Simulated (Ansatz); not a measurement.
Ideal-gas functions of `[O-][SiH3]` at 800 K and 1 bar, from an Ansatz frequency run at PBE0-D4/def2-TZVPD.

Molar mass 47.11 g/mol, point group C3v (symmetry number 3), electronic degeneracy 1, moments of inertia 5.631, 32.258, 32.259 u Å². Harmonic wavenumbers (cm⁻¹, unscaled): 716, 716, 948, 948, 983, 1101, 1929, 1929, 2011.

Use S(trans) = R[1.5 ln M + 2.5 ln T − 1.1517]; rotational temperatures θ = 24.2544 K / I; S(rot) = R[ln(√π/σ · √(T³/θAθBθC)) + 1.5]; for each mode x = 1.438777 ν̃/T, S = R[x/(eˣ − 1) − ln(1 − e⁻ˣ)] and H = RT x/(eˣ − 1); 1 cm⁻¹ = 0.0119627 kJ/mol; R = 8.31446 J/(mol·K).

By hand: the entropy, in J/(mol·K).

Translation 177.4. Rotation: θ = 4.3073, 0.7519, 0.7519 K, giving 87.8. Vibration, mode by mode: 6.76, 6.76, 4.82, 4.82, 4.58, 3.87, 1.19, 1.19, 1.06, in all 35.1. Electronic 0.0. Sum 300.3 J/(mol·K).

By hand: H − E and G − E in kJ/mol, counted from the electronic energy.

Zero-point energy ½ × 11281 × 0.0119627 = 67.5; thermal vibration 18.2; translation, rotation and pV give 4 RT = 26.6. H − E = 112.3 kJ/mol, and G − E = 112.3 − 800 × 300.3/1000 = -127.9 kJ/mol.

Vibration gives 12 % of the entropy.
